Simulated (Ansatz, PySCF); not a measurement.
CHO, SMILES [CH]=O (connectivity only; charge and spin as stated), charge +1, multiplicity 1.

Geometry: r2SCAN-D4/def2-TZVPD. The isomer is the one that the SMILES or the coordinates give; other isomers of the formula were not compared.

Two levels are set side by side: PBE/def2-TZVPD (Ansatz, a quantum-chemistry and plane-wave program) and EOM-CCSD/aug-cc-pVDZ (PySCF). PBE by ΔSCF, the other level by its IP root; same geometry, the bases differ. Differences are taken from unrounded values.

| quantity | EOM-CCSD | PBE | PBE minus EOM-CCSD |
|---|---|---|---|
| vertical ionisation energy (eV) | 26.62 | 26.88 | 0.26 |

On these quantities the two levels nearly agree.
